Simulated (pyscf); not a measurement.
**Four-centre exchange: dichlorosilane (Cl–SiH₂–Cl) + hydrogen chloride (HCl) → hydrogen chloride (HCl) + dichlorosilane (Cl–SiH₂–Cl)**

Gas phase, singlet surface, charge 0. Bonds broken: Cl1–Si2, Cl6–H7. Bonds formed: Cl1–H7, Si2–Cl6. Structures and frequencies: ωB97X-D3(BJ)/def2-SVP in PySCF.

Transition state (Å):

```xyz
7

Cl     0.9073     0.0540     0.8336
Si    -1.2820     0.1161    -0.2087
Cl    -1.1277    -1.5220    -1.4185
H     -2.3652     1.0167    -0.6710
H     -1.7360    -0.3022     1.1397
Cl     0.1250     1.6150    -1.4855
H      1.0042     0.9617    -0.3943
```

One imaginary mode, 746i cm⁻¹; descent along it reached the two sides named.

```json
[
 {"bond": "Cl1–Si2", "change": "breaks", "reactant side (Å)": "2.069", "saddle": "2.426", "product side": "3.7"},
 {"bond": "Cl6–H7", "change": "breaks", "reactant side (Å)": "1.286", "saddle": "1.546", "product side": "2.538"},
 {"bond": "Cl1–H7", "change": "forms", "reactant side (Å)": "2.531", "saddle": "1.530", "product side": "1.286"},
 {"bond": "Si2–Cl6", "change": "forms", "reactant side (Å)": "3.7", "saddle": "2.420", "product side": "2.069"}
]
```

Electronic energies relative to the separated reactants (kJ/mol):

```json
[
 {"level": "ωB97X-D3(BJ)/def2-TZVP", "barrier": "153.3", "reaction energy": "0.0", "reverse barrier": "153.3"},
 {"level": "PBE/def2-TZVP", "barrier": "124.6", "reaction energy": "0.0", "reverse barrier": "124.6"},
 {"level": "r²SCAN/def2-TZVP", "barrier": "136.2", "reaction energy": "0.0", "reverse barrier": "136.2"},
 {"level": "B3LYP-D3(BJ)/def2-TZVP", "barrier": "147.3", "reaction energy": "0.0", "reverse barrier": "147.3"},
 {"level": "PBE0-D3(BJ)/def2-TZVP", "barrier": "137.6", "reaction energy": "0.0", "reverse barrier": "137.6"},
 {"level": "M06-2X/def2-TZVP", "barrier": "157.3", "reaction energy": "0.0", "reverse barrier": "157.3"},
 {"level": "ωB97M-D3(BJ)/def2-TZVP", "barrier": "158.1", "reaction energy": "0.0", "reverse barrier": "158.1"},
 {"level": "HF/def2-TZVP", "barrier": "250.3", "reaction energy": "0.0", "reverse barrier": "250.3"}
]
```

With ωB97M-D3(BJ)/def2-TZVP energies and thermal terms (ideal gas, 1 atm, RRHO with modes under 100 cm⁻¹ raised to 100, one conformer, R ln 2 for chiral ones without a mode under 150 cm⁻¹), in kJ/mol:

| T (K) | ΔH‡ | ΔG‡ | ΔH | ΔG |
|---|---|---|---|---|
| 298 | 151.9 | 193.3 | 0.0 | 0.0 |
| 600 | 152.4 | 235.3 | 0.0 | 0.0 |
| 900 | 154.3 | 276.3 | 0.0 | 0.0 |
| 1200 | 156.5 | 316.7 | 0.0 | 0.0 |

One saddle was located; it need not be the lowest between these sides.
